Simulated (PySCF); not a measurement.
Gas-phase reaction: 2 AlCl2 + 4 OH → AlCl3.H2O + 3 O + AlH2Cl

Energies from PySCF, thermal terms from the rigid-rotor harmonic-oscillator model, ideal gas at 1 bar. † marks an energy on the PBE0/def2-TZVP geometry and frequencies; other levels use their own. MP2 and CCSD(T) freeze the core. 6-31G* has spherical d functions here. Open shells (unrestricted): AlCl2 (multiplicity 2), OH (multiplicity 2, electronic degeneracy 4), O (multiplicity 3, electronic degeneracy 9); the rest are closed-shell singlets. Spin-orbit splitting is ignored; it lowers the true energy and changes the entropy of OH, O. B3LYP is the form with VWN-RPA correlation. Adducts (AlCl3.H2O) have no counterpoise correction, and HF, PBE, BLYP, B3LYP and PBE0 lack dispersion. AlCl3.H2O, AlH2Cl: computed as isolated molecules; such fragments, hydroxides, amides, oligomers or adducts are transient or little studied in the gas. MP2 isn't extrapolated to the basis-set limit; its ΔH°(298 K) is -104.6 kJ in def2-SVP and -27.6 kJ in def2-TZVPP. CCSD(T) isn't extrapolated to the basis-set limit; its ΔH°(298 K) is -111.8 kJ in def2-SVP and -40.6 kJ in def2-TZVPP. The harmonic model lacks anharmonicity and excited electronic states, which grow with temperature; levels with a mode under 35 cm⁻¹ are left out. Soft modes under 120 cm⁻¹ make the harmonic entropy rough for AlCl3.H2O.

| level | ΔE electronic, kJ | ΔH°(298 K), kJ | ΔS°(298 K), J/K | ΔG°(2500 K), kJ |
|---|---|---|---|---|
| B3LYP/6-31G* | -41 | -31 | -203 | 396 |
| CCSD(T)/def2-SVP† | -119 | -112 | -200 | 305 |
| HF/6-31G* | -234 | -226 | -200 | 195 |
| HF/def2-TZVP† | -184 | -176 | -200 | 240 |
| MP2/def2-TZVPP† | -35 | -28 | -200 | 389 |
| PBE/def2-SVP | 7 | 15 | -204 | 442 |
| PBE/def2-TZVP† | 75 | 82 | -200 | 498 |
| PBE0/def2-SVP† | -43 | -36 | -200 | 381 |
| r2SCAN/def2-TZVP† | 36 | 43 | -200 | 460 |
| ωB97M-V/def2-TZVP† | -37 | -30 | -200 | 387 |
| ωB97X-V/def2-TZVP† | -34 | -27 | -200 | 390 |
ΔH° is lowest at HF/6-31G* and highest at PBE/def2-TZVP†. No reference value is set beside these.
